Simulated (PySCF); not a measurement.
Cyclopentadienethione, C5H4S.
Structure used (PBE0-D3(BJ)/def2-SVP), in Å, numbered top down from 1:
```xyz
10
C5H4S angstrom
S      2.7723   -0.1809    0.2005
C      1.1547   -0.0751    0.0822
C      0.1959   -1.1996    0.0675
C     -1.0424   -0.6759   -0.0409
C     -0.9417    0.8052   -0.1014
C      0.3567    1.1638   -0.0290
H      0.4922   -2.2446    0.1355
H     -1.9817   -1.2295   -0.0798
H     -1.7979    1.4755   -0.1902
H      0.7919    2.1612   -0.0444
```

Level: PBE0/pcSseg-1 in PySCF, non-relativistic, on one gas-phase PBE0-D3(BJ)/def2-SVP geometry that isn't relaxed in the solvent. The solvent is an IEF-PCM continuum (cavity from Bondi-type radii × 1.2). The model holds no explicit solvent molecules, cavitation or dispersion.

Gas phase at PBE0/pcSseg-1: HOMO -6.80 eV, LUMO -3.60 eV, dipole 2.33 D.

Problem. What does the continuum do to the energy, the frontier levels and the dipole at PBE0/pcSseg-1 in chloroform?

Solution. 
```
   solvent      ε  E(solvent) − E(gas) (kcal/mol)  polarisation term (kcal/mol)  distortion of the solute (kcal/mol)  HOMO (eV)  LUMO (eV)  dipole (D)
chloroform  4.711                           -2.31                         -2.63                                 0.32      -6.91      -3.61        3.11
```

The first energy column is the sum of the next two and covers electrostatics alone.

Problem. Which radius a makes the point-dipole formula ΔE = −[(ε − 1)/(2ε + 1)]·μ²/a³ give the value in chloroform, with the gas-phase dipole?

Solution. μ = 0.916 au and |ΔE| = 0.00368 Eh give a = 2.29 Å; the farthest nucleus lies 2.79 Å from the centroid of the nuclei, so such a sphere wouldn't even hold the nuclei. The formula assumes a rigid point dipole at the centre of a sphere.

Problem. Which Hirshfeld charges (PBE0/pcSseg-1) respond most in chloroform (means over atoms taken as equivalent)?

Solution. 
| atoms | environment | gas (e) | solvent (e) | change |
| --- | --- | --- | --- | --- |
| S1 | thiocarbonyl sulfur | -0.062 | -0.093 | -0.031 |
| H8/H9 | vinylic hydrogen | +0.061 | +0.070 | +0.009 |
| C4/C5 | alkene CH carbon | -0.030 | -0.024 | +0.006 |
| C3/C6 | alkene CH carbon | -0.069 | -0.073 | -0.004 |
| H7/H10 | vinylic hydrogen | +0.056 | +0.060 | +0.004 |
| C2 | thiocarbonyl carbon | +0.027 | +0.027 | 0.000 |

Problem. How do the nuclear quadrupole coupling constants eQVzz/h respond in chloroform?

Solution. 
```tsv
nucleus	Q (barn)	gas (MHz)	solvent (MHz)	η gas	η solvent
33S at S1	-0.06781	51.86	50.08	0.47	0.43
```

Hardware: one thread, Arm Neoverse V1, no GPU, on a shared host. Cost: 11 s. This is the whole shielding run at PBE0/pcSseg-1 in chloroform, SCF included.
